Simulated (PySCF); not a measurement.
Molecular orbitals of OH

M06-L at R = 0.979 Å; PySCF, no relativity, basis sets H pcseg-1, O pcseg-1. State: ²Π (doublet), unpaired electrons π ↑. Only the outer orbitals are listed, counted within each symmetry.

```
spin  orbital  occ.  ε (eV)  on H (%)         main shells (%)
   α       2σ     1  -27.20        13          85 O s, 11 H s
   α       3σ     1  -12.02        22  67 O p, 22 H s, 10 O s
   α       1π     1  -10.13         1                  99 O p
   α       1π     1   -8.25         1                  99 O p
   α       4σ     0    0.90       101                 100 H s
   α       5σ     0   14.02        78          73 H s, 16 O p
   α       2π     0   19.80         0                 100 O p
   β       2σ     1  -24.51        17          80 O s, 15 H s
   β       3σ     1  -11.20        22  65 O p, 22 H s, 13 O s
   β       1π     1   -7.29         1                  99 O p
   β       1π     0   -5.16         1                  99 O p
   β       4σ     0    1.02       100                  98 H s
   β       5σ     0   13.90        78          72 H s, 17 O p
```

Q: Which are the highest filled and the lowest empty level, where do they sit, and how wide is the gap?

A: Highest filled β 1π at -7.29 eV (in %: 99 O p); lowest empty β 1π at -5.16 eV (in %: 99 O p); the gap at M06-L is 2.13 eV. Both belong to one degenerate shell, split only by its one-sided filling, so this is no excitation gap.

The bond order (Mayer) is 0.96 and the ⟨S²⟩ is 0.753. The charge on H (Mulliken, basis-dependent) is 0.25, the charge on H (Löwdin, basis-dependent) is 0.14 and the dipole moment (positive dipole means H(−)O(+)) is -1.77 D.

Shares are Mulliken populations and can fall outside 0 to 100 %.

The state is the lowest determinant that a PBE0 search found; another state may lie lower at other levels.
